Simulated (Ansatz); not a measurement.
Candidates: zinc-blende CuI, zinc-blende AlAs, zinc-blende InP, zinc-blende ZnSe, zinc-blende CdTe, zinc-blende CdS (metastable phase). Level: PBE (PAW; Ansatz, a first-principles code).

Ansatz's runs of these crystals have no spin polarisation.

Spin–orbit coupling is left out, also for the solids with elements from indium on (zinc-blende CuI, zinc-blende InP, zinc-blende CdTe); its size isn't shown.

Each level is taken at its own relaxed cell. Ansatz's density-functional and Hartree–Fock values are scalar-relativistic unless marked +SOC, with PAW data made under PBE.

Q: Which of them have a computed zone-centre TO phonon frequency between 160 and 250 cm⁻¹?

A: zinc-blende ZnSe, zinc-blende CdS (metastable phase). The values: zinc-blende CuI 123 cm⁻¹; zinc-blende AlAs 345 cm⁻¹; zinc-blende InP 284 cm⁻¹; zinc-blende ZnSe 195 cm⁻¹; zinc-blende CdTe 130 cm⁻¹; zinc-blende CdS (metastable phase) 216 cm⁻¹.
